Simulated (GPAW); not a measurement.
# One shape, several levels: C2H3S (SMILES C[C]=S)

We compute a comparison of 3 runs (UPBE/real-space grid, U-vdW-DF/dzp, UPBE/dzp) of C2H3S. The job is set up through an ASE script.

The results are computed with GPAW 26.7.0.

1 further run of the same task is left out (set aside as unsound or not needed). Runs told in other sessions of the task aren't counted.

## (1) The structure to begin with

The species is C2H3S (6 atoms), meant as a doublet with charge 0. As SMILES, `C[C]=S`. The shape is that of a GFN2-xTB optimisation.

Bond lengths: C1–C2 1.458 Å, C2–S3 1.575 Å, C1–H4 1.090 Å, C1–H5 1.092 Å, C1–H6 1.092 Å. Angles: C1–C2–S3 136.0°, C2–C1–H4 111.2°, C2–C1–H5 109.6°, C2–C1–H6 110.3°, H4–C1–H5 108.8°, H4–C1–H6 109.0°, H5–C1–H6 107.9°.

## (2) The charge distribution at UPBE/real-space grid (scalar-relativistic datasets) (run 1)

mol.xyz reads:

```xyz
6

C     -0.346380     0.309820    -0.233500
C      0.206870    -0.890160     0.383440
S      1.579630    -1.298300     1.037820
H     -1.386870     0.160740    -0.523040
H      0.233690     0.564840    -1.123230
H     -0.286940     1.153060     0.458510
```

calc.py reads:

```python
import numpy as np
from ase.io import read
from ase.units import Debye
from gpaw import GPAW

mol = read('mol.xyz')
mol.center(vacuum=4.5)
mol.set_initial_magnetic_moments([0.333333, 0.333333, 0.333333, 0.0, 0.0, 0.0])

gpaw_calc = GPAW(mode='fd',
                 h=0.18,
                 xc='PBE',
                 symmetry='off',
                 occupations={'name': 'fermi-dirac', 'width': 0.0, 'fixmagmom': True},
                 maxiter=150,
                 txt='-')
mol.calc = gpaw_calc

energy = mol.get_potential_energy()
print(f'Energy: {energy:.5f} eV')
forces = mol.get_forces()
print('Forces (eV/Ang)')
for symbol, f in zip(mol.symbols, forces):
    print(f'{symbol:2} {f[0]:9.4f} {f[1]:9.4f} {f[2]:9.4f}')
dipole = mol.get_dipole_moment() / Debye
print(f'Dipole                  {np.linalg.norm(dipole):.3f} D')
print('Moments:', mol.get_magnetic_moments().round(3))
```

Command:

```sh
$ OMP_NUM_THREADS=1 python calc.py
```

Log:

```text
[...]
Number of symmetries: 1
[...]
  Number of IBZ points: 1
[...]
Spin-components: 2 (collinear spins)
Bands:           15
[...]
  Valence electrons: 17.0
[...]
  Grid points: [68 64 64]
  Charge: 0.0  # |e|
[...]
    cutoffs:
[...]
occupation numbers:
  Fixed magnetic moment: 1.000
[...]
xc functional:
  name: PBE with 2 nearest neighbor stencil
[...]
|iter     |     time |      energy | eigst |  dens |  magmom |
[...]
|iter:   1| 00:00:03 |  -33.636612 | +1.24 |       |  +0.9984|
[...]
|iter:  17| 00:00:39 |  -30.742055c| -7.61c| -5.74c|  +1.0000|
Converged in 17 steps
[...]
Energy contributions relative to reference atoms: (reference = -12950.346615)
Energy contributions:
  Kinetic:          32.466216
  Coulomb:         -35.415955
  Zero:              0.276512
  External:          0.000000
  Xc:              -28.068829
  Entropy:           0.000000
  Spinorbit:         0.000000
  ----------------------------
  Free energy:     -30.742055
  Extrapolated:    -30.742055
dipole moment: (-0.158802, 0.341449, -0.179369)  # |e|*Ang
Total magnetic moment: (0.000000, 0.000000, 0.999999)
Local magnetic moments
|        x |        y |        z |
|----------|----------|----------|
| 0.000000 | 0.000000 | 0.018063 |  # C    0
| 0.000000 | 0.000000 | 0.213833 |  # C    1
| 0.000000 | 0.000000 | 0.152161 |  # S    2
| 0.000000 | 0.000000 | 0.007292 |  # H    3
| 0.000000 | 0.000000 | 0.003454 |  # H    4
| 0.000000 | 0.000000 | 0.004942 |  # H    5
Fermi levels: -4.276, -2.953
[...]
Gap: 2.721 eV
Transition (v -> c):
[...]
Forces (eV/Ang)
C    -0.3250   -0.1599   -0.0180
C     0.2926   -0.2022    0.1583
S     0.1382   -0.1309    0.0698
H    -0.2744    0.0851   -0.1297
H     0.1751    0.1241   -0.2776
H     0.0444    0.2913    0.1805
Dipole                  2.003 D
Moments: [0.018 0.214 0.152 0.007 0.003 0.005]
```

Wall time 39 s (1 thread of Arm Neoverse V2, shared host); peak memory 0.96 GiB.

## (3) The charge distribution at U-vdW-DF/dzp (scalar-relativistic datasets) (run 2)

mol.xyz is that of step 2.

run.py reads:

```python
import numpy as np
from ase.io import read
from ase.units import Debye
from gpaw import GPAW
from gpaw.utilities.adjust_cell import adjust_cell

# Structure
system = read('mol.xyz')
adjust_cell(system, 4.5, h=0.18)
system.set_initial_magnetic_moments([1.0, 0.0, 0.0, 0.0, 0.0, 0.0])

# DFT calculator
gpaw_calc = GPAW(mode='lcao',
                 basis='dzp',
                 h=0.18,
                 xc={'name': 'vdW-DF', 'backend': 'libvdwxc'},
                 occupations={'name': 'fermi-dirac', 'width': 0.0, 'fixmagmom': True},
                 maxiter=120,
                 poissonsolver={'name': 'MomentCorrectionPoissonSolver', 'poissonsolver': 'fast', 'moment_corrections': 9},
                 symmetry='off',
                 txt='-')
system.calc = gpaw_calc

energy = system.get_potential_energy()
print(f'Energy: {energy:.5f} eV')
forces = system.get_forces()
print('Forces (eV/Ang)')
for symbol, f in zip(system.symbols, forces):
    print(f'{symbol:2} {f[0]:9.4f} {f[1]:9.4f} {f[2]:9.4f}')
dipole = system.get_dipole_moment() / Debye
print(f'Dipole                  {np.linalg.norm(dipole):.3f} D')
print('Moments:', system.get_magnetic_moments().round(3))
```

Command:

```sh
$ OMP_NUM_THREADS=1 python run.py
```

Log:

```text
[...]
Number of symmetries: 1
[...]
  Number of IBZ points: 1
[...]
basis functions: 54
Spin-components: 2 (collinear spins)
Bands:           15
[...]
  Valence electrons: 17.0
[...]
  Grid points: [68 64 64]
  Charge: 0.0  # |e|
[...]
    cutoffs:
[...]
occupation numbers:
  Fixed magnetic moment: 1.000
[...]
xc functional:
  name: vdW-DF with libvdwxc
[...]
|iter     |     time |      energy | eigst |  dens |  magmom |
[...]
|iter:   1| 00:00:14 |  -55.161596 |      c|       |  +0.9967|
[...]
|iter:  12| 00:00:54 |  -54.177350c|      c| -4.44c|  +1.0000|
Converged in 12 steps
[...]
Energy contributions relative to reference atoms: (reference = -12956.208814)
Energy contributions:
  Kinetic:          33.731830
  Coulomb:         -34.656647
  Zero:              0.111989
  External:          0.000000
  Xc:              -53.364522
  Entropy:           0.000000
  Spinorbit:         0.000000
  ----------------------------
  Free energy:     -54.177350
  Extrapolated:    -54.177350
dipole moment: (-0.100526, 0.282814, -0.137071)  # |e|*Ang
Total magnetic moment: (0.000000, 0.000000, 1.000005)
Local magnetic moments
|        x |        y |        z |
|----------|----------|----------|
| 0.000000 | 0.000000 | 0.017784 |  # C    0
| 0.000000 | 0.000000 | 0.229626 |  # C    1
| 0.000000 | 0.000000 | 0.160143 |  # S    2
| 0.000000 | 0.000000 | 0.006841 |  # H    3
| 0.000000 | 0.000000 | 0.003545 |  # H    4
| 0.000000 | 0.000000 | 0.004993 |  # H    5
Fermi levels: -3.383, -2.680
[...]
Gap: 1.205 eV
Transition (v -> c):
[...]
Forces (eV/Ang)
C    -0.3573    0.1566   -0.1373
C    -0.4354   -0.7927    0.0900
S     1.1012   -0.3255    0.5450
H    -0.7927    0.0257   -0.2818
H     0.4359    0.2683   -0.7117
H     0.0469    0.7104    0.4916
Dipole                  1.585 D
Moments: [0.018 0.23  0.16  0.007 0.004 0.005]
```

It took 55 s on 1 thread of Arm Neoverse V2, shared host; peak memory 2.2 GiB.

## (4) Energy and one-electron properties at UPBE/dzp (scalar-relativistic datasets) (run 3)

run_sp.py reads:

```python
import numpy as np
from ase import Atoms
from ase.units import Bohr, Debye
from gpaw import GPAW

positions_bohr = np.array(
              [[ -0.654563,   0.585475,  -0.441251],
               [  0.390928,  -1.682159,   0.724597],
               [  2.985068,  -2.453431,   1.961196],
               [ -2.620804,   0.303755,  -0.988402],
               [  0.441610,   1.067393,  -2.122597],
               [ -0.542238,   2.178968,   0.866458]])
atoms = Atoms("CCSHHH", positions=positions_bohr * Bohr)
atoms.center(vacuum=4.5)
atoms.set_initial_magnetic_moments([0.333333, 0.333333, 0.333333, 0.0, 0.0, 0.0])

dft = GPAW(mode="lcao",
           basis="dzp",
           h=0.18,
           xc="PBE",
           occupations={"name": "fermi-dirac", "width": 0.0, "fixmagmom": True},
           maxiter=150,
           symmetry="off",
           txt="-")
atoms.calc = dft

energy = atoms.get_potential_energy()
print(f"Energy                  {energy:.5f} eV")
forces = atoms.get_forces()
print("Forces (eV/Ang)")
for symbol, f in zip(atoms.symbols, forces):
    print(f'{symbol:2} {f[0]:9.4f} {f[1]:9.4f} {f[2]:9.4f}')
dipole = atoms.get_dipole_moment() / Debye
print(f"Dipole: {np.linalg.norm(dipole):.3f} D")
print("Moments:", atoms.get_magnetic_moments().round(3))
```

Command:

```sh
$ OMP_NUM_THREADS=1 python run_sp.py
```

Log:

```text
[...]
Number of symmetries: 1
[...]
  Number of IBZ points: 1
[...]
basis functions: 54
Spin-components: 2 (collinear spins)
Bands:           15
[...]
  Valence electrons: 17.0
[...]
  Grid points: [68 64 64]
  Charge: 0.0  # |e|
[...]
    cutoffs:
[...]
occupation numbers:
  Fixed magnetic moment: 1.000
[...]
xc functional:
  name: PBE with 2 nearest neighbor stencil
[...]
|iter     |     time |      energy | eigst |  dens |  magmom |
[...]
|iter:   1| 00:00:04 |  -30.676001 |      c|       |  +0.9984|
[...]
|iter:  11| 00:00:14 |  -29.451811c|      c| -4.16c|  +1.0000|
Converged in 11 steps
[...]
Energy contributions relative to reference atoms: (reference = -12950.346615)
Energy contributions:
  Kinetic:          30.178286
  Coulomb:         -31.387560
  Zero:              0.085274
  External:          0.000000
  Xc:              -28.327812
  Entropy:           0.000000
  Spinorbit:         0.000000
  ----------------------------
  Free energy:     -29.451811
  Extrapolated:    -29.451811
dipole moment: (-0.114459, 0.310523, -0.152123)  # |e|*Ang
Total magnetic moment: (0.000000, 0.000000, 1.000002)
Local magnetic moments
|        x |        y |        z |
|----------|----------|----------|
| 0.000000 | 0.000000 | 0.017472 |  # C    0
| 0.000000 | 0.000000 | 0.225089 |  # C    1
| 0.000000 | 0.000000 | 0.156895 |  # S    2
| 0.000000 | 0.000000 | 0.007237 |  # H    3
| 0.000000 | 0.000000 | 0.003563 |  # H    4
| 0.000000 | 0.000000 | 0.005090 |  # H    5
Fermi levels: -3.804, -2.418
[...]
Gap: 2.795 eV
Transition (v -> c):
[...]
Forces (eV/Ang)
C    -0.2357   -0.1629    0.0151
C    -0.3086   -0.4828    0.0302
S     0.8789   -0.3064    0.4123
H    -0.7919    0.0143   -0.2727
H     0.4381    0.2580   -0.6968
H     0.0646    0.6959    0.4873
Dipole: 1.749 D
Moments: [0.017 0.225 0.157 0.007 0.004 0.005]
```

Run time: 16 s. Hardware: 1 thread of Arm Neoverse V2, shared host; peak memory 0.99 GiB.

## (5) Overview of the runs

```csv
run,level,mode,box rule,energy (Eh),dipole moment (D),HOMO energy (eV),LUMO energy (eV),wall time
1,UPBE/real-space grid (scalar-relativistic datasets),fd,center,-477.046210,2.00,-4.28,-3.14,39 s
2,U-vdW-DF/dzp (scalar-relativistic datasets),lcao,adjust,-478.122873,1.58,-3.99,-2.78,55 s
3,UPBE/dzp (scalar-relativistic datasets),lcao,center,-476.998794,1.75,-3.80,-2.68,16 s
```

## (6) What came out

| quantity | value |
| --- | --- |
| run 3: energy as printed (from the program's reference atoms) | -29.4518 eV |
| run 3: dipole moment | 1.75 D |
| run 3: HOMO energy (highest over α and β) | -3.80 eV |
| run 3: LUMO energy (lowest over α and β) | -2.68 eV |
| run 3: largest force on an atom | 1.018 eV/Å |

In words: The dipole moment (its size) runs from 1.58 D (U-vdW-DF/dzp) to 2.00 D (UPBE/real-space grid). The two ends differ in method and basis. Totals of different functionals can't be ranked against each other. All runs together took 1.8 min, the longest 55 s.
